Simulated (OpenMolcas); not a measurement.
CS⁺ at 1.502 Å: OpenMolcas input and output

Input (each module block was a call of its own in one work directory; start orbitals came from a preliminary run):

```
&GATEWAY
Coord
2
angstrom
S 0.0 0.0 0.0
C 0.0 0.0 1.5020
Basis=ANO-RCC-VTZP
Group=XY
RX2C
AMFI
ANGMom
0.0 0.0 0.0
RICD
&SEWARD
&GUESSORB
&RASSCF
FileOrb=$CurrDir/o21.orb
Symmetry=1
Spin=2
nActEl=7 0 0
Inactive=5 2
RAS2=3 4
CIRoot=5 5 1
Linear
Iterations=120 100
OrbListing=Nothing
PRWF=0.15
>>COPY $Project.RasOrb $CurrDir/o21.orb
>>COPY $Project.rasscf.h5 $CurrDir/r21.h5
&CASPT2
XMultistate=all
Imaginary=0.2
IPEA=0.25
MaxIter=40
>>COPY $Project.JobMix JOB001
&RASSCF
FileOrb=$CurrDir/o22.orb
Symmetry=2
Spin=2
nActEl=7 0 0
Inactive=5 2
RAS2=3 4
CIRoot=2 2 1
Linear
Iterations=120 100
OrbListing=Nothing
PRWF=0.15
>>COPY $Project.RasOrb $CurrDir/o22.orb
>>COPY $Project.rasscf.h5 $CurrDir/r22.h5
&CASPT2
XMultistate=all
Imaginary=0.2
IPEA=0.25
MaxIter=40
>>COPY $Project.JobMix JOB002
&RASSCF
FileOrb=$CurrDir/o41.orb
Symmetry=1
Spin=4
nActEl=7 0 0
Inactive=5 2
RAS2=3 4
CIRoot=4 4 1
Linear
Iterations=120 100
OrbListing=Nothing
PRWF=0.15
>>COPY $Project.RasOrb $CurrDir/o41.orb
>>COPY $Project.rasscf.h5 $CurrDir/r41.h5
&CASPT2
XMultistate=all
Imaginary=0.2
IPEA=0.25
MaxIter=40
>>COPY $Project.JobMix JOB003
```

```bash
pymolcas m.inp
```

RASSCF and CASPT2 output of these blocks, in excerpt:

```
++    Wave function specifications:
      Number of closed shell electrons          14
      Number of electrons in active shells       7
      Number of inactive orbitals                7
      Number of active orbitals                  7
      Number of secondary orbitals              50
      Spin quantum number                      0.5
      State symmetry                             1
++    Orbital specifications:
      Symmetry species                           1   2
                                                 a   b
      Frozen orbitals                            0   0
      Inactive orbitals                          5   2
      Active orbitals                            3   4
      RAS2 orbitals                              3   4
      Secondary orbitals                        26  24
      Number of basis functions                 34  30
      printout of CI-coefficients larger than  0.15 for root  1
      energy=    -436.180285
      conf/sym  111 2222     Coeff  Weight
           257  0u2 u02d  -0.17687 0.03128
           339  0u2 0ud2   0.17687 0.03128
           340  0u2 0022   0.91394 0.83529
      printout of CI-coefficients larger than  0.15 for root  2
      energy=    -435.971113
      conf/sym  111 2222     Coeff  Weight
           181  0u2 d02u  -0.46534 0.21654
           257  0u2 u02d   0.36258 0.13146
           313  02u 0022   0.35225 0.12408
           338  0u2 0du2   0.46534 0.21654
           339  0u2 0ud2  -0.36258 0.13146
           340  0u2 0022   0.20781 0.04318
      printout of CI-coefficients larger than  0.15 for root  3
      energy=    -435.943856
      conf/sym  111 2222     Coeff  Weight
           257  0u2 u02d  -0.15604 0.02435
           259  0u2 u0d2   0.66611 0.44370
           336  0u2 0u2d   0.66611 0.44370
           339  0u2 0ud2   0.15604 0.02435
      printout of CI-coefficients larger than  0.15 for root  4
      energy=    -435.940934
      conf/sym  111 2222     Coeff  Weight
           181  0u2 d02u   0.15556 0.02420
           257  0u2 u02d  -0.58375 0.34076
           259  0u2 u0d2  -0.32229 0.10387
           336  0u2 0u2d   0.32229 0.10387
           338  0u2 0du2   0.15556 0.02420
           339  0u2 0ud2  -0.58375 0.34076
      printout of CI-coefficients larger than  0.15 for root  5
      energy=    -435.940934
      conf/sym  111 2222     Coeff  Weight
           184  0u2 d0u2   0.15557 0.02420
           257  0u2 u02d   0.32229 0.10387
           259  0u2 u0d2  -0.58374 0.34076
           334  0u2 0d2u  -0.15557 0.02420
           336  0u2 0u2d   0.58374 0.34076
           339  0u2 0ud2   0.32229 0.10387
      Natural orbitals and occupation numbers for root  1
      sym 1:   0.022356   1.005681   1.963115
      sym 2:   0.108178   0.108178   1.896247   1.896247
      Natural orbitals and occupation numbers for root  2
      sym 1:   0.027389   1.127268   1.834652
      sym 2:   0.467716   0.467716   1.537630   1.537630
      Natural orbitals and occupation numbers for root  3
      sym 1:   0.020601   0.999227   1.972495
      sym 2:   0.519267   0.519267   1.484572   1.484572
      Natural orbitals and occupation numbers for root  4
      sym 1:   0.020763   0.998544   1.971720
      sym 2:   0.523153   0.523153   1.481333   1.481333
      Natural orbitals and occupation numbers for root  5
      sym 1:   0.020763   0.998544   1.971720
      sym 2:   0.523153   0.523153   1.481333   1.481333
      RASSCF energy for state  5                   -435.94093397
::    RASSCF root number  1 Total energy:   -436.18028548
::    RASSCF root number  2 Total energy:   -435.97111335
::    RASSCF root number  3 Total energy:   -435.94385634
::    RASSCF root number  4 Total energy:   -435.94093397
::    RASSCF root number  5 Total energy:   -435.94093397
      Von Neumann Entropy (Root   1) =  1.19856
++    Wave function specifications:
      Number of closed shell electrons           2
      Number of electrons in active shells       7
      Number of inactive orbitals                1
      Number of active orbitals                  7
      Number of secondary orbitals              50
      Spin quantum number                      0.5
      State symmetry                             1
      Number of CSFs                           392
      Number of CASSCF root(s) available         5
      CASPT2 state passed to geometry opt.       5
      A file JOBMIX will be created
      This is a MULTI-STATE CASSCF reference
      Number of CI roots used                    5
      These are:                                 1   2   3   4   5
      Off-diagonal elements of Heff are computed
  FINAL CASPT2 RESULT:
      Reference energy:        -436.1802854837
      E2 (Non-variational):      -0.1862294212
      Shift correction:          -0.0013844737
      E2 (Variational):          -0.1876138949
      Total energy:            -436.3678993787
      Reference weight:           0.93152
  FINAL CASPT2 RESULT:
      Reference energy:        -435.9711133511
      E2 (Non-variational):      -0.1891356988
      Shift correction:          -0.0020851129
      E2 (Variational):          -0.1912208117
      Total energy:            -436.1623341628
      Reference weight:           0.92504
  FINAL CASPT2 RESULT:
      Reference energy:        -435.9438563374
      E2 (Non-variational):      -0.1952118704
      Shift correction:          -0.0016581128
      E2 (Variational):          -0.1968699832
      Total energy:            -436.1407263207
      Reference weight:           0.92587
  FINAL CASPT2 RESULT:
      Reference energy:        -435.9409339666
      E2 (Non-variational):      -0.1930840163
      Shift correction:          -0.0016064630
      E2 (Variational):          -0.1946904792
      Total energy:            -436.1356244458
      Reference weight:           0.92743
  FINAL CASPT2 RESULT:
      Reference energy:        -435.9409339665
      E2 (Non-variational):      -0.1929773794
      Shift correction:          -0.0015990327
      E2 (Variational):          -0.1945764121
      Total energy:            -436.1355103787
      Reference weight:           0.92756
       Total XMS-CASPT2 energies:
::    XMS-CASPT2 Root  1     Total energy:   -436.36367121
::    XMS-CASPT2 Root  2     Total energy:   -436.16656239
::    XMS-CASPT2 Root  3     Total energy:   -436.14072626
::    XMS-CASPT2 Root  4     Total energy:   -436.13562686
::    XMS-CASPT2 Root  5     Total energy:   -436.13550797
++    Wave function specifications:
      Number of closed shell electrons          14
      Number of electrons in active shells       7
      Number of inactive orbitals                7
      Number of active orbitals                  7
      Number of secondary orbitals              50
      Spin quantum number                      0.5
      State symmetry                             2
      printout of CI-coefficients larger than  0.15 for root  1
      energy=    -436.103613
      conf/sym  111 2222     Coeff  Weight
           160  022 00u2  -0.95736 0.91653
      printout of CI-coefficients larger than  0.15 for root  2
      energy=    -436.103613
      conf/sym  111 2222     Coeff  Weight
           157  022 002u   0.95736 0.91653
      Natural orbitals and occupation numbers for root  1
      sym 1:   0.023971   1.917765   1.978917
      sym 2:   0.069029   0.061287   0.996764   1.952267
      Natural orbitals and occupation numbers for root  2
      sym 1:   0.023971   1.917765   1.978917
      sym 2:   0.061287   0.069029   1.952267   0.996764
      RASSCF energy for state  2                   -436.10361290
::    RASSCF root number  1 Total energy:   -436.10361291
::    RASSCF root number  2 Total energy:   -436.10361290
      Von Neumann Entropy (Root   1) =  1.00615
++    Wave function specifications:
      Number of closed shell electrons           2
      Number of electrons in active shells       7
      Number of inactive orbitals                1
      Number of active orbitals                  7
      Number of secondary orbitals              50
      Spin quantum number                      0.5
      State symmetry                             2
      Number of CSFs                           392
      Number of CASSCF root(s) available         2
      CASPT2 state passed to geometry opt.       2
      A file JOBMIX will be created
      This is a MULTI-STATE CASSCF reference
      Number of CI roots used                    2
      These are:                                 1   2
      Off-diagonal elements of Heff are computed
  FINAL CASPT2 RESULT:
      Reference energy:        -436.1036129076
      E2 (Non-variational):      -0.1813681902
      Shift correction:          -0.0011935721
      E2 (Variational):          -0.1825617623
      Total energy:            -436.2861746698
      Reference weight:           0.93484
  FINAL CASPT2 RESULT:
      Reference energy:        -436.1036128984
      E2 (Non-variational):      -0.1813681982
      Shift correction:          -0.0011935721
      E2 (Variational):          -0.1825617704
      Total energy:            -436.2861746688
      Reference weight:           0.93484
       Total XMS-CASPT2 energies:
::    XMS-CASPT2 Root  1     Total energy:   -436.28617467
::    XMS-CASPT2 Root  2     Total energy:   -436.28617467
++    Wave function specifications:
      Number of closed shell electrons          14
      Number of electrons in active shells       7
      Number of inactive orbitals                7
      Number of active orbitals                  7
      Number of secondary orbitals              50
      Spin quantum number                      1.5
      State symmetry                             1
      printout of CI-coefficients larger than  0.15 for root  1
      energy=    -436.046554
      conf/sym  111 2222     Coeff  Weight
           128  0u2 u02u   0.67280 0.45266
           164  0u2 0uu2  -0.67280 0.45266
      printout of CI-coefficients larger than  0.15 for root  2
      energy=    -436.001788
      conf/sym  111 2222     Coeff  Weight
           131  0u2 u0u2  -0.68422 0.46816
           163  0u2 0u2u   0.68422 0.46816
      printout of CI-coefficients larger than  0.15 for root  3
      energy=    -436.001788
      conf/sym  111 2222     Coeff  Weight
           128  0u2 u02u   0.68422 0.46816
           164  0u2 0uu2   0.68422 0.46816
      printout of CI-coefficients larger than  0.15 for root  4
      energy=    -435.970205
      conf/sym  111 2222     Coeff  Weight
           131  0u2 u0u2   0.68468 0.46878
           163  0u2 0u2u   0.68468 0.46878
      Natural orbitals and occupation numbers for root  1
      sym 1:   0.020709   1.001909   1.974041
      sym 2:   0.553899   0.553899   1.447771   1.447771
      Natural orbitals and occupation numbers for root  2
      sym 1:   0.019501   1.001058   1.974938
      sym 2:   0.535934   0.535934   1.466317   1.466317
      Natural orbitals and occupation numbers for root  3
      sym 1:   0.019501   1.001058   1.974938
      sym 2:   0.535934   0.535934   1.466317   1.466317
      Natural orbitals and occupation numbers for root  4
      sym 1:   0.019922   0.995713   1.966967
      sym 2:   0.528638   0.528638   1.480061   1.480061
      RASSCF energy for state  4                   -435.97020469
::    RASSCF root number  1 Total energy:   -436.04655359
::    RASSCF root number  2 Total energy:   -436.00178833
::    RASSCF root number  3 Total energy:   -436.00178833
::    RASSCF root number  4 Total energy:   -435.97020469
      Von Neumann Entropy (Root   1) =  2.28734
++    Wave function specifications:
      Number of closed shell electrons           2
      Number of electrons in active shells       7
      Number of inactive orbitals                1
      Number of active orbitals                  7
      Number of secondary orbitals              50
      Spin quantum number                      1.5
      State symmetry                             1
      Number of CSFs                           200
      Number of CASSCF root(s) available         4
      CASPT2 state passed to geometry opt.       4
      A file JOBMIX will be created
      This is a MULTI-STATE CASSCF reference
      Number of CI roots used                    4
      These are:                                 1   2   3   4
      Off-diagonal elements of Heff are computed
  FINAL CASPT2 RESULT:
      Reference energy:        -436.0465535856
      E2 (Non-variational):      -0.1733340344
      Shift correction:          -0.0012972066
      E2 (Variational):          -0.1746312409
      Total energy:            -436.2211848265
      Reference weight:           0.93598
  FINAL CASPT2 RESULT:
      Reference energy:        -436.0017883268
      E2 (Non-variational):      -0.1826669743
      Shift correction:          -0.0014279502
      E2 (Variational):          -0.1840949245
      Total energy:            -436.1858832512
      Reference weight:           0.93166
  FINAL CASPT2 RESULT:
      Reference energy:        -436.0017883268
      E2 (Non-variational):      -0.1826687683
      Shift correction:          -0.0014276525
      E2 (Variational):          -0.1840964208
      Total energy:            -436.1858847475
      Reference weight:           0.93166
  FINAL CASPT2 RESULT:
      Reference energy:        -435.9702046926
      E2 (Non-variational):      -0.1867455707
      Shift correction:          -0.0015564934
      E2 (Variational):          -0.1883020642
      Total energy:            -436.1585067567
      Reference weight:           0.92899
       Total XMS-CASPT2 energies:
::    XMS-CASPT2 Root  1     Total energy:   -436.22118483
::    XMS-CASPT2 Root  2     Total energy:   -436.18592650
::    XMS-CASPT2 Root  3     Total energy:   -436.18584150
::    XMS-CASPT2 Root  4     Total energy:   -436.15850676
```

Only roots inside an energy window near the equilibrium distance were included, so the list of states is not complete; labels number the states computed. Each spin and symmetry block has orbitals of its own, averaged over its own roots, so gaps between blocks are less sure than gaps within one and near the minimum can be off by tenths of an eV, in bad cases by more. No Rydberg orbitals are active, so Rydberg states, and σ→σ* states whose orbital the CASSCF left unused, can be missing between those listed. CASPT2 splits the two components of degenerate states numerically, here by up to 26 cm⁻¹. No roots were computed in block 4b (none fell in the window or the block failed), so states of that kind are missing and can lie low or lowest.
